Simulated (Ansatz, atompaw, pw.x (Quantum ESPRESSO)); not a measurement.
## iron (Fe): does the PAW (atompaw) potential hold in the solid?

* Element: iron (Fe)
* Generator: atompaw 4.2.0.5
* Type: PAW
* Functional: PBE
* Relativity: scalar-relativistic
* Frozen core: [Ar]
* Valence charge: 8
* Reference configuration: 3d6.5 4s1.5 4p0
* Partial waves: 4s (bound): rc 2.65 bohr; 4s channel at 0.1 Ry: rc 3.00 bohr; 4p (bound, empty): rc 3.00 bohr; 4p channel at 0.45 Ry: rc 3.00 bohr; 3d (bound): rc 2.05 bohr; 3d channel at 2.2 Ry: rc 2.05 bohr
* Local potential: troulliermartins scheme with l = 3 at -0.5 Ry, radius 2.70 bohr
* Core correction: smooth core density matched at 1.85 bohr
* Augmentation charge: sinc compensation charge, radius 2.90 bohr; PAW radius 3.00 bohr; waves and projectors: custom rrkj gramschmidtortho

Atomic tests: cutoffs needed: 25 Ry and 40 Ry (the cutoffs (Ry, on a coarse ladder) from which the occupation-weighted sum of valence levels, in a spherical-Bessel basis at the reference potential, stays within 10 and 1 mRy of its value at 400 Ry); ghost test: no extra level below or beside the all-electron valence levels (s, p, d, f tested) (spherical-Bessel basis up to 400 Ry, 20 bohr box); lowest eigenvalue of the overlap operator: 0.23 (s channel).

Crystal test: bcc Fe in pw.x 7.5, no spin, 17³ k-points, Fermi–Dirac smearing 0.01 Ry, cutoffs 50/500 Ry. The lattice is a test structure that the element need not adopt, and mesh and smearing are coarse. Spin polarisation and strong correlation are left out, which matters for this element.

pw.x input:

```
&control
  calculation='scf', prefix='x', pseudo_dir='./', outdir='./tmp', tstress=.true., disk_io='none'
/
&system
  ibrav=0, nat=1, ntyp=1, ecutwfc=50, ecutrho=500, nbnd=11,
  occupations='smearing', smearing='fd', degauss=0.01
/
&electrons
  conv_thr=1e-09, mixing_beta=0.4, electron_maxstep=70
/
ATOMIC_SPECIES
Fe 1.0 Fe.UPF
CELL_PARAMETERS angstrom
  -1.38142994 1.38142994 1.38142994
  1.38142994 -1.38142994 1.38142994
  1.38142994 1.38142994 -1.38142994
ATOMIC_POSITIONS crystal
Fe 0.0000 0.0000 0.0000
K_POINTS automatic
17 17 17 0 0 0
```

```bash
pw.x < Fe.scf.in > Fe.scf.out
```

Question: How does the run end?

Answer: It converges; the pressure is 7.28 GPa against 0.48 GPa from all-electron LAPW. The largest radius (3.00 bohr) exceeds half the bond length (2.26 bohr), so the spheres overlap, which is one possible source of error among others. This is a poor potential for the solid. The logarithmic derivative shows an extra or strongly shifted pseudo pole above the reference energy (s near 0.63 Ry). The log shows:

```
     lattice parameter (alat)  =       4.5216  a.u.
     unit-cell volume          =      71.1612 (a.u.)^3
     number of electrons       =         8.00
     number of Kohn-Sham states=           11
     kinetic-energy cutoff     =      50.0000  Ry
     charge density cutoff     =     500.0000  Ry
     scf convergence threshold =      1.0E-09
     Exchange-correlation= SLA PW PBX PBC
     number of k points=   165  Fermi-Dirac smearing, width (Ry)=  0.0100
     iteration #  1     ecut=    50.00 Ry     beta= 0.40
     total energy              =    -141.71316097 Ry
     estimated scf accuracy    <       0.06319645 Ry
     iteration #  2     ecut=    50.00 Ry     beta= 0.40
     total energy              =    -141.75354436 Ry
     estimated scf accuracy    <       0.00158097 Ry
     iteration #  3     ecut=    50.00 Ry     beta= 0.40
     total energy              =    -141.75985171 Ry
     estimated scf accuracy    <       0.00148976 Ry
     iteration #  4     ecut=    50.00 Ry     beta= 0.40
     total energy              =    -141.76052681 Ry
     estimated scf accuracy    <       0.00011045 Ry
     iteration #  5     ecut=    50.00 Ry     beta= 0.40
     total energy              =    -141.76056189 Ry
     estimated scf accuracy    <       0.00000016 Ry
     iteration #  6     ecut=    50.00 Ry     beta= 0.40
     total energy              =    -141.76056365 Ry
     estimated scf accuracy    <          7.6E-09 Ry
     iteration #  7     ecut=    50.00 Ry     beta= 0.40
     total energy              =    -141.76056369 Ry
     estimated scf accuracy    <       0.00000008 Ry
     iteration #  8     ecut=    50.00 Ry     beta= 0.40
     the Fermi energy is    19.7180 ev
!    total energy              =    -141.76056370 Ry
     estimated scf accuracy    <          3.6E-10 Ry
     smearing contrib. (-TS)   =      -0.01379180 Ry
     convergence has been achieved in   8 iterations
          total   stress  (Ry/bohr**3)                   (kbar)     P=       72.82
     Message from routine punch:
     Nothing written, as per user request (disk_io='none')
```
